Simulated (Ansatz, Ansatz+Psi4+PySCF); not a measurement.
```yaml
atoms:
  - { symbol: C, position_ang: [0.0000, 0.0000, 0.0000] }
  - { symbol: H, position_ang: [0.6002, 0.6002, 0.6002] }
  - { symbol: H, position_ang: [-0.6002, -0.6002, 0.6002] }
  - { symbol: H, position_ang: [0.6002, -0.6002, -0.6002] }
  - { symbol: H, position_ang: [-0.6002, 0.6002, -0.6002] }
```

Basis set: cc-pVTZ (spherical functions). Left uncorrelated: 1 orbital. Charge 0, multiplicity 1.

Computed with Ansatz (development build ahead of 0.2.0); each method stands on the lowest determinant of its kind that the runs found. Restricted open shells among the atoms or ions are ROHF, correlated in semicanonical orbitals with singles.

The atomization energy at this shape (free ground-state atoms in the same class of orbitals less the molecule, no zero-point energy) of singlet CH₄:

```tsv
method	atomization energy
RHF-CCSD(T)	17.73 eV
RHF	14.21 eV
```

(1) What does RHF-MP2 give?

Answers

(1) 17.64 eV. Caution: the shape is not the minimum.
